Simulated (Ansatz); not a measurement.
Species: C2H6OS, charge 0, singlet. C2H6OS (SMILES CS(C)=O).
B3LYP-D3(BJ)/def2-TZVP minimum from Ansatz (a program for electronic structure):
```
S
O 1 1.4886
C 1 1.8169 2 106.63
H 3 1.0885 1 106.64 2 -67.13
H 3 1.0900 4 109.97 1 -118.01
H 3 1.0903 4 109.95 5 -122.84
C 1 1.8169 2 106.63 3 102.02
H 7 1.0885 1 106.64 2 67.13
H 7 1.0900 8 109.97 1 118.01
H 7 1.0903 8 109.95 9 122.84
```
Charge 0, spin multiplicity 1.

Total energies in cc-pV(D+d)Z, 26 correlated electrons, 8 frozen orbitals. Open shells are spin-unrestricted; no spin-orbit coupling. Cores are frozen in correlated methods. No relativity.

| method | program | energy (Eh) | minus CCSDT(Q) (mEh) |
|---|---|---|---|
| HF | Ansatz | -551.57303 | 687.01 |
| MP2 | Ansatz | -552.19211 | 67.93 |
| CCSD | Ansatz | -552.23653 | 23.51 |
| CCSD(T) | Ansatz | -552.25723 | 2.82 |
| CCSDT(Q) | Ansatz | -552.26005 | 0.00 |

Rough core times of Ansatz's runs on a shared machine: CCSD(T) under 20 s, CCSDT(Q) 30 min.
